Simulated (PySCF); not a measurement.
Species: C4H6NO (charge +1).
Atom-mapped SMILES: `[CH3:1][n+:2]1[cH:3][cH:4][o:5][cH:6]1`

Structure used (GFN2-xTB), in Å, numbered top down from 1:
```
atom  x, y, z in Å
C1    -1.6564   -0.2040    0.1341
N2    -0.2501    0.0595    0.0071
C3     0.7407   -0.8875    0.0092
C4     1.9097   -0.2085   -0.1233
O5     1.6294    1.0996   -0.2024
C6     0.3390    1.2343   -0.1224
H7    -1.8746   -0.5922    1.1305
H8    -1.9614   -0.9511   -0.5991
H9    -2.2253    0.7093   -0.0254
H10    0.5454   -1.9369    0.1006
H11    2.9341   -0.5255   -0.1714
H12   -0.1294    2.2025   -0.1635
```

Definitions: NICS(0) = −σiso at the ring centroid; NICS(1) = −σiso and NICS(1)zz = −σzz at ±1 Å along the ring normal z. Level: GIAO PBE0/pcSseg-1 (PySCF, non-relativistic, gas phase) on the GFN2-xTB geometry, one conformer.

Ring bond lengths (Å), with Mayer bond orders in brackets: N2–C3 1.371 (1.08), C3–C4 1.358 (1.66), C4–O5 1.340 (1.05), O5–C6 1.300 (1.23), C6–N2 1.321 (1.36).

Question: Give the NICS values of each ring in ppm.

Answer: 
```
          ring                                                     type  NICS(0)  NICS(1), two faces  NICS(1)zz, two faces  rms pucker (Å)  centre to ring atoms, mean (Å)
N2–C3–C4–O5–C6  5-membered ring with N and O; formal bonds all aromatic    -12.6       -10.0 / -10.0         -26.9 / -26.8            0.00                            1.14
```

Question: What do they say, and how far can they be read as aromaticity?

Answer: 
- N2–C3–C4–O5–C6: mean NICS(1)zz -26.9 ppm, shielded. The ring is flat and has no four-coordinate atom; by the NICS criterion it is aromatic.

Question: What does the geometric index give? HOMA takes Krygowski's 1993 parameters.

Answer: 
- N2–C3–C4–O5–C6: HOMA 0.71; the largest term is that of C4–O5, α(R − Ropt)² = 0.89. The geometric and the magnetic index point the same way.

Question: What are the shieldings of the ring atoms and their hydrogens in the same run (means over atoms taken as equivalent)?

Answer: 
| atoms | environment | σ isotropic (ppm) | principal values of the symmetric part, first atom (ppm) |
| --- | --- | --- | --- |
| N2 | three-coordinate ring nitrogen | 44.6 | -85.3, 35.3, 183.8 |
| C3 | aromatic CH next to a ring nitrogen | 54.4 | -28.9, 57.2, 134.9 |
| C4 | aromatic CH next to a ring oxygen | 32.4 | -48.4, 36.5, 109.2 |
| O5 | ring oxygen | 3.9 | -165.1, -90.9, 267.8 |
| C6 | aromatic CH next to a ring nitrogen | 29.0 | -26.2, 14.6, 98.7 |
| H10 | aromatic hydrogen | 23.71 | 20.6, 24.3, 26.2 |
| H11 | aromatic hydrogen | 23.08 | 20.0, 24.3, 24.9 |
| H12 | aromatic hydrogen | 22.96 | 19.0, 24.1, 25.7 |
